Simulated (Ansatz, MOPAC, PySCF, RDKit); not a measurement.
Dimer: CH5N (SMILES CN) (first 7 atoms) with CH4O (SMILES CO); geometry from S66by8 set.
(charge 0, multiplicity 1):
```tsv
atom	x (Å)	y (Å)	z (Å)
N	-1.9690	-0.4472	-0.5921
H	-0.9786	-0.6595	-0.6201
H	-2.4440	-1.3368	-0.5152
C	-2.2513	0.3545	0.5962
H	-3.3172	0.5688	0.6459
H	-1.9563	-0.0991	1.5481
H	-1.7385	1.3109	0.5117
O	1.8341	-0.3913	-0.4930
H	2.1161	-0.0213	-1.3329
C	2.2200	0.5203	0.5264
H	1.8969	0.0907	1.4695
H	3.3011	0.6594	0.5655
H	1.7416	1.4939	0.4113
```

Counterpoise-corrected where a basis set is named; no monomer relaxation. Rows marked so take none. RDKit's UFF carries no charges.

Rows in 3-21G carry no dispersion term and start afresh at each structure. The state that PM6 reach isn't checked.

Run with Ansatz (Gaussian orbitals); MOPAC for PM6 (differences of heats of formation); PySCF for 3-21G rows, the dispersion terms; RDKit for the force fields. 

Task: One of these levels gives -0.72 kcal/mol for the interaction energy. Which one is it?
(A) r2SCAN-D3(BJ)/def2-TZVPPD
(B) HF/3-21G (no counterpoise)
(C) UFF
(D) PM6

Result: C, UFF. The others give -1.13 (PM6), -3.08 (HF/3-21G (no counterpoise)), -1.94 (r2SCAN-D3(BJ)/def2-TZVPPD)

Ansatz is a program for electronic structure.
